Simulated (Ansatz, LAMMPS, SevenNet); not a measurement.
Zinc-blende CdSe, lattice constant a

Reference value: 6.077 Å (measured, room temperature, no zero-point or thermal correction, sources range from 6.052 to 6.084; as tabulated in arXiv:1206.3780).

| level (code) | value (Å) | difference (%) |
|---|---|---|
| Stillinger–Weber CdTeZnSeHgS0.sw (LAMMPS) | 6.050 | -0.44 |
| SevenNet-l3i5 (SevenNet) | 6.210 | +2.19 |
| PBE (Ansatz) | 6.196 | +1.96 |
| PBE-D4 (Ansatz) | 6.112 | +0.58 |
| r²SCAN-D4 (Ansatz) | 6.110 | +0.54 |

Leaving aside Stillinger–Weber CdTeZnSeHgS0.sw, which can be fitted to such values or carry a doubt: Nearest, and alike: r²SCAN-D4 (+0.54 %), PBE-D4 (+0.58 %). SevenNet-l3i5 (+2.19 %) lies farthest from it. All 4 levels lie above the reference.

The reference has no zero-point or thermal correction, while the calculations are for a static lattice, so the differences are not the levels' errors alone. A static lattice is as a rule a little smaller than the measured one.  Stillinger–Weber CdTeZnSeHgS0.sw: the potential file covers more elements than this solid holds. Cutoffs and k meshes differ between the levels. Ansatz's density-functional and Hartree–Fock values are scalar-relativistic unless marked +SOC, with PAW data made under PBE.

Empirical potentials (Stillinger–Weber CdTeZnSeHgS0.sw) are fitted to chosen data, which need not cover the solid at hand: agreement can be built in, and what lay outside the fit can be far off. Machine-learned potentials (SevenNet-l3i5) are trained on DFT data, which may include these solids.

Differences are worked out from the printed values.

Ansatz is a first-principles code.
